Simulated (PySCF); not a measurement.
**Solver options tried on SiB⁺ (triplet)**

Do solver options change the result for SiB⁺ (triplet), or only the number of cycles?

Method: method and basis as typed in the scripts; program: PySCF 2.14.0.

### Step 1. Starting geometry

SiB⁺ (triplet): 2 atoms, charge 1, spin multiplicity 3.

Bond lengths: Si1–B2 1.928 Å.

### Step 2. The base run

File input.py:

```python
from pyscf import gto, scf, cc

mol = gto.M(
    atom='Si 0 0 0; B 0 0 1.928',
    basis='6-31+g*',
    charge=1,
    spin=2,
    verbose=3,
)
mf = scf.UHF(mol)
mf.kernel()
mycc = cc.CCSD(mf, frozen=6)
mycc.kernel()
mycc.ccsd_t()
mf.dip_moment()
print('orbital energies (hartree):', [e[max(0, n-3):n+3].round(4) for e, n in zip(mf.mo_energy, mol.nelec)])
```

On the command line:

```
python input.py
```

The log of this run is left out.

It gives: E(SCF) = -313.104320 Eh, E(CCSD) − E(SCF) = -0.14759 Eh, (T) = -0.01003 Eh, ⟨S²⟩ = 2.092.

The bond length is a typed value, not an optimised one. The dipole of an ion depends on the origin. The triplet is typed in the script; nothing here shows that it is the ground state.

### Step 3. DIIS space 4

Variant 1 changes DIIS space: default → 4.

File input.py:

```python
from pyscf import gto, scf, cc

mol = gto.M(
    atom='Si 0 0 0; B 0 0 1.928',
    basis='6-31+g*',
    charge=1,
    spin=2,
    verbose=3,
)
mf = scf.UHF(mol)
mf.diis_space = 4
mf.kernel()
mycc = cc.CCSD(mf, frozen=6)
mycc.kernel()
mycc.ccsd_t()
mf.dip_moment()
print('orbital energies (hartree):', [e[max(0, n-3):n+3].round(4) for e, n in zip(mf.mo_energy, mol.nelec)])
```

On the command line:

```
python input.py
```

### Step 4. Initial guess atom

Variant 2 changes initial guess: minao → atom.

input.py: that of step 2 with these lines changed.

```diff
@@ -10,2 +10,3 @@
 mf = scf.UHF(mol)
+mf.init_guess = 'atom'
 mf.kernel()
```

### Step 5. Level shift 0.3 hartree

Variant 3 changes level shift: none → 0.3 hartree.

input.py: that of step 2 with these lines changed.

```diff
@@ -10,2 +10,3 @@
 mf = scf.UHF(mol)
+mf.level_shift = 0.3
 mf.kernel()
```

### Step 6. DIIS space 12

Variant 4 changes DIIS space: default → 12.

input.py: that of step 2 with these lines changed.

```diff
@@ -10,2 +10,3 @@
 mf = scf.UHF(mol)
+mf.diis_space = 12
 mf.kernel()
```

### Step 7. Convergence threshold 1e-11 hartree

Variant 5 changes convergence threshold: default → 1e-11 hartree.

input.py: that of step 2 with these lines changed.

```diff
@@ -10,2 +10,3 @@
 mf = scf.UHF(mol)
+mf.conv_tol = 1e-11
 mf.kernel()
```

**Question.** What will these runs give? Wanted: for each run, E(SCF); from base; gap, α spin; after the SCF.

As calculated:

```
                                run  E(SCF) (hartree)  from base (eV)  gap, α spin (eV)                               after the SCF
                               base       -313.104320               0              8.51  CCSD(T) correlation -4.289 eV, core frozen
                       DIIS space 4       -313.104320          0.0000              8.51  CCSD(T) correlation -4.289 eV, core frozen
                 initial guess atom       -313.104320          0.0000              8.51  CCSD(T) correlation -4.289 eV, core frozen
            level shift 0.3 hartree       -313.104320          0.0000              8.51  CCSD(T) correlation -4.289 eV, core frozen
                      DIIS space 12       -313.104320          0.0000              8.51  CCSD(T) correlation -4.289 eV, core frozen
convergence threshold 1e-11 hartree       -313.104320          0.0000              8.51  CCSD(T) correlation -4.289 eV, core frozen
```

In words: No change of the SCF energy comes from DIIS space 4 or initial guess atom or level shift 0.3 hartree or DIIS space 12 or convergence threshold 1e-11 hartree.
